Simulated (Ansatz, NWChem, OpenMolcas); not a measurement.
**A ladder of methods for NH (imidogen)**

NH has 2 atoms, charge 0, and is taken as a triplet. SMILES: `[NH]`. Geometry: the measured bond length.

```xyz
2

N     0.0000    0.0000    0.0000
H     0.0000    0.0000    1.0362
```

Quantity: the electronic atomisation energy, in eV. The values are calculated. Electronic energies at fixed atoms, without zero-point motion or spin-orbit coupling.

```json
{"level": "USVWN5/aug-cc-pVTZ", "kind": "LDA", "program": "OpenMolcas", "value (eV)": "4.13", "CPU time (all runs)": "15 s"}
{"level": "UBLYP/aug-cc-pVTZ", "kind": "GGA", "program": "Ansatz", "value (eV)": "3.87", "CPU time (all runs)": "2.6 s"}
{"level": "U-r2SCAN/aug-cc-pVTZ", "kind": "meta-GGA", "program": "Ansatz", "value (eV)": "3.66", "CPU time (all runs)": "5 s"}
{"level": "U-r2SCAN0/aug-cc-pVTZ", "kind": "hybrid meta-GGA", "program": "Ansatz", "value (eV)": "3.57", "CPU time (all runs)": "5 s"}
{"level": "UPBE0/aug-cc-pVTZ", "kind": "global hybrid", "program": "Ansatz", "value (eV)": "3.69", "CPU time (all runs)": "2.4 s"}
{"level": "U-wB97M-V/aug-cc-pVTZ", "kind": "range-separated hybrid", "program": "Ansatz", "value (eV)": "3.69", "CPU time (all runs)": "13 s"}
{"level": "UB2PLYP/aug-cc-pVTZ", "kind": "double hybrid", "program": "NWChem", "value (eV)": "3.67", "CPU time (all runs)": "15 s"}
{"level": "UMP3/aug-cc-pVTZ", "kind": "perturbation theory", "program": "NWChem", "value (eV)": "3.42", "CPU time (all runs)": "22 s"}
{"level": "FCI/3-21G", "kind": "exact in the basis", "program": "Ansatz", "value (eV)": "2.50", "CPU time (all runs)": "0.51 s"}
```

The values span 2.50 to 4.13 eV. High-level rows in very small sets aren't better than simpler rows in larger ones. CPU times are rough (shared hosts, several kinds of processor): they show what a rung costs within a factor of a few.
